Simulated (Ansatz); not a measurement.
hcp Os, treated with r²SCAN (Ansatz, an electronic-structure program, PAW).

Settings: plane-wave cutoff 600 eV, 18×18×12 k mesh (along the axes of the cell as run), Fermi–Dirac smearing 0.1 eV, finite displacements, no spin polarisation, scalar-relativistic PAW data made under PBE.

Computed at the level's own relaxed cell.

```
Os
1.0
    2.73832     0.00000     0.00000
   -1.36916     2.37145     0.00000
    0.00000     0.00000     4.31653
Os
2
Direct
  0.66667   0.33333   0.75000
  0.33333   0.66667   0.25000
```

Harmonic phonon frequencies (cm⁻¹; i marks an imaginary mode):

```
q point              frequencies
-------  -----------------------
Γ                            [?]
M        110 141 157 164 172 180
A                            [?]
L        131 131 151 151 211 211
```

Q: Some entries are withheld; supply them.

A: 
- Γ, frequencies: 0 0 0 167 167 222
- A, frequencies: 117 117 117 117 181 181

No imaginary mode appears at these points.
